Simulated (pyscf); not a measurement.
HO–PH–O–PH₂ (SMILES OPOP) + H₂ (SMILES [H][H]) -> HO–PH–OH (SMILES OPO) + PH₃ (SMILES P) (four-centre exchange; singlet surface; O–P, H–H broken, H–O, H–P formed). Optimised with ωB97X-D3(BJ)/def2-SVP in PySCF. Energies in kJ/mol from the separated reactants.

| level | barrier | reaction energy |
|---|---|---|
| ωB97X-D3(BJ)/def2-TZVP | 253.2 | -28.4 |
| r²SCAN/def2-TZVP | 223.9 | -36.3 |
| B3LYP-D3(BJ)/def2-TZVP | 235.2 | -30.8 |
| PBE0-D3(BJ)/def2-TZVP | 223.9 | -40.4 |
| ωB97M-D3(BJ)/def2-TZVP | 241.3 | -36.4 |
| HF/def2-TZVP | 332.5 | -46.5 |

The functionals in the table span 29.3 kJ/mol in this barrier, from PBE0-D3(BJ) to ωB97X-D3(BJ)/def2-TZVP. HO–PH–O–PH₂ lies 30.0 kJ/mol over its isomer HO–P(OH)–PH₂ (electronic energy, ωB97M-D3(BJ)/def2-TZVP). One saddle was located; it need not be the lowest between these sides.
